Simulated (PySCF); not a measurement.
## Gas-phase XPS of (CH3)2PPF2, computed

(CH3)2PPF2, C₂H₆F₂P₂.
SMILES with atom numbers: `[CH3:1][P:2]([CH3:3])[P:4]([F:5])[F:6]`

Method: PySCF 2.14.0, delta-SCF UKS SCAN, pcX-2 on the ionised atom, pcseg-1 elsewhere, spin-free X2C. Each binding energy is the total energy of the core-ionised species, with the hole localised on one atom, minus that of the ground state; both are solved self-consistently, so orbital relaxation is included.

Question: Give the core binding energies atom by atom.

Answer: 
```tsv
atom(s)	bonded to	level	binding energy (eV)	2p1/2 (eV)	above the level's lowest (eV)	count
P2	2 C and P	P 2p3/2	136.31	137.20	0.00	1
C1/C3	3 H and P	C 1s	290.86	–	0.00	2
F5/F6	P	F 1s	692.46	–	0.00	2
P2	2 C and P	P 1s	2149.84	–	0.00	1
P4	2 F and P	P 1s	2152.94	–	+3.10	1
```

Lowest listed P 1s: P2, bonded to 2 C and P. Highest, 3.10 eV above it: P4, bonded to 2 F and P. Summing the Pauling electronegativity differences to the bonded atoms, each weighted by its formal bond order, gives +0.72 for the lowest site and +3.58 for the highest.

Question: Which photon energy gives electrons from P 2p3/2 of P2 a kinetic energy of 20 eV, and what is their de Broglie wavelength?

Answer: hν = 136.31 + 20 = 156.31 eV, recoil neglected; λ = 12.264 Å/√(E/eV) = 2.74 Å.

The first atom of each set that the bonding makes equivalent was ionised and stands for the set. The list is incomplete; no value stands for P 2p of P4. Spin–orbit coupling isn't in the SCF: each 2p doublet comes from a relaxed spin-free hole plus a matrix of the shell (mean-field spin–orbit coupling and the ground-state 2p splitting), with 2p3/2 averaged over its two sublevels. 2p1/2 minus 2p3/2 (ligand field included): P 0.89 eV. One conformer (not necessarily the lowest) at the GFN2-xTB geometry, without solvent, vibrations or thermal averaging.

Hardware: an Arm Neoverse V2 with one thread, no GPU (shared host). Cost: 44 s.

Conformer computed: `[CH3:1][P:2]([CH3:3])[P:4]([F:5])[F:6]`: C1–P2–P4–F5 83°.
